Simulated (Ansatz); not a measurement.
Basis-set extrapolation for `FC1NCO1` (PBE0-D4/def2-TZVP geometry, frozen core, Ansatz). Multiplicity 1, RHF reference.

|  | def2-TZVPP | def2-QZVPP |
| --- | --- | --- |
| HF | -306.902440 | -306.916222 |
| MP2 correlation | -1.012625 | -1.091532 |
| CCSD(T) correlation | -1.072221 | not run |

Energies in hartree. Use E(X) = E(∞) + A·exp(−7.88·√X) for Hartree–Fock and E(X) = E(∞) + B·X^(−2.97) for correlation, with X = 3 and 4, and add CCSD(T) minus MP2 of the smaller set to the MP2 limit.

Question: What is the CCSD(T) energy at the basis-set limit?

Answer: HF limit: -306.916222 + (-0.013782) × 0.13774 = -306.91812. MP2 limit: -1.091532 + (-0.078907) × 0.74074 = -1.14998. Higher-order term: -1.072221 − (-1.012625) = -0.05960. Total: -308.12770 hartree, 401.8 kJ/mol below CCSD(T)/def2-TZVPP.
